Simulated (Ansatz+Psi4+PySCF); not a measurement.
Results of a calculation; reference values are marked as such.
## Ansatz (development build ahead of 0.2.0) run

```yaml
crystal:
  periodic: [false, false, false]
  atoms:
    - { symbol: O, position_ang: [-1.04095, -0.43643, 0.0] }
    - { symbol: C, position_ang: [0.0, 0.42395, 0.0] }
    - { symbol: O, position_ang: [1.16937, 0.10374, 0.0] }
    - { symbol: H, position_ang: [-0.64957, -1.33513, 0.0] }
    - { symbol: H, position_ang: [-0.37785, 1.45297, 0.0] }
basis:
  gaussian: { orbitals: cc-pVTZ }
hamiltonian:
  xc: hf
correlation:
  method: ccsd_t
  frozen_orbitals: { C: 1, H: 0, O: 1 }
```

The input is written out in the form of the current development build from the run's settings.

Output:

| Item | Value |
| --- | --- |
| Converged | yes |
| Reference energy | -188.83854 hartree |
| CCSD correlation energy | -0.63642 hartree |
| Triples correction | -0.02666 hartree |
| Total energy | -189.50163 hartree |
| Spin squared of the determinant | 0.000 |
| Stability test | minimum among restricted orbitals |
| T1 diagnostic | 0.017 |
| Largest doubles amplitude | 0.07 |
| Occupied orbitals by symmetry in an Abelian subgroup (alpha; beta) | 10 A' 2 A''; 10 A' 2 A'' |
